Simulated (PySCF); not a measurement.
# Partial charges of naphthoquinone

Compound: naphthoquinone, C10H6O2.
Structure used (PBE0-D3(BJ)/def2-SVP), in Å, numbered top down from 1:
```xyz
18
C10H6O2 angstrom
O      1.6092   -2.3453   -0.8190
C      1.4154   -1.2051   -0.4483
C      2.5497   -0.2829   -0.2055
C      2.3705    0.9819    0.2075
C      1.0245    1.5533    0.4484
O      0.8937    2.7034    0.8164
C     -0.1411    0.6562    0.2168
C     -1.4323    1.1409    0.4325
C     -2.5300    0.3131    0.2176
C     -2.3434   -1.0028   -0.2144
C     -1.0589   -1.4924   -0.4310
C      0.0464   -0.6674   -0.2163
H      3.5423   -0.7042   -0.3845
H      3.2068    1.6622    0.3880
H     -1.5464    2.1734    0.7691
H     -3.5403    0.6930    0.3869
H     -3.2080   -1.6491   -0.3825
H     -0.8813   -2.5159   -0.7680
```

Density: PBE0/pcSseg-1 (PySCF); schemes: Mulliken, IAO, Hirshfeld and ESP-fitted. Geometry: PBE0-D3(BJ)/def2-SVP; no solvent, vibrations or thermal averaging.

Question: Tabulate the Mulliken, IAO, Hirshfeld and ESP-fitted charges.

Answer: In e; atoms taken as equivalent share a row and are averaged (×n: the atom named and its like, n in all):

```csv
atom,environment,Mulliken,IAO,Hirshfeld,ESP-fitted
O1/O6,ketone oxygen,-0.354,-0.400,-0.215,-0.467
C2/C5,ketone carbonyl carbon,+0.397,+0.354,+0.145,+0.572
C3/C4,alkene CH carbon,-0.089,-0.158,-0.030,-0.263
C7/C12,substituted aromatic carbon,-0.258,-0.056,-0.018,-0.084
C8/C11,aromatic CH carbon,+0.024,-0.121,-0.032,-0.110
C9/C10,aromatic CH carbon,-0.044,-0.132,-0.030,-0.135
H13/H14,vinylic hydrogen,+0.123,+0.176,+0.065,+0.184
H15/H18,aromatic hydrogen,+0.093,+0.176,+0.055,+0.151
H16/H17,aromatic hydrogen,+0.109,+0.161,+0.060,+0.152
```

Mean size of the charges over all atoms: ESP-fitted 0.235 e, IAO 0.193 e, Mulliken 0.166 e, Hirshfeld 0.072 e. Each set sums to the total charge, 0, to within 0.001 e. The Mulliken scheme gives each basis function's population to the atom it is centred on and halves the overlap population of two atoms between them. The IAO scheme projects the occupied orbitals on a minimal set of polarised atomic orbitals and counts the electrons in each atom's part of it.

Lowest charge. All schemes agree: Mulliken O1/O6 (-0.354); IAO O1/O6 (-0.400); Hirshfeld O1/O6 (-0.215); ESP-fitted O1/O6 (-0.467).

Highest charge. All schemes agree: Mulliken C2/C5 (+0.397); IAO C2/C5 (+0.354); Hirshfeld C2/C5 (+0.145); ESP-fitted C2/C5 (+0.572).

Question: How closely do the schemes follow one another over all atoms?

Answer: Correlation coefficient and root-mean-square difference: IAO with ESP-fitted 0.98, 0.085 e; IAO with Hirshfeld 0.97, 0.130 e; Hirshfeld with ESP-fitted 0.94, 0.198 e; Mulliken with ESP-fitted 0.92, 0.124 e; Mulliken with Hirshfeld 0.90, 0.131 e; Mulliken with IAO 0.89, 0.101 e.

Question: How many electrons does the Hirshfeld scheme count on C11?

Answer: Its own charge is -0.032 e, so Z − q = 6.032.

Question: Sum the charges by element.

Answer: 
| element | atoms | Mulliken | IAO | Hirshfeld | ESP-fitted |
| --- | --- | --- | --- | --- | --- |
| O | 2 | -0.708 | -0.800 | -0.431 | -0.933 |
| C | 10 | +0.058 | -0.226 | +0.071 | -0.041 |
| H | 6 | +0.650 | +1.026 | +0.360 | +0.974 |
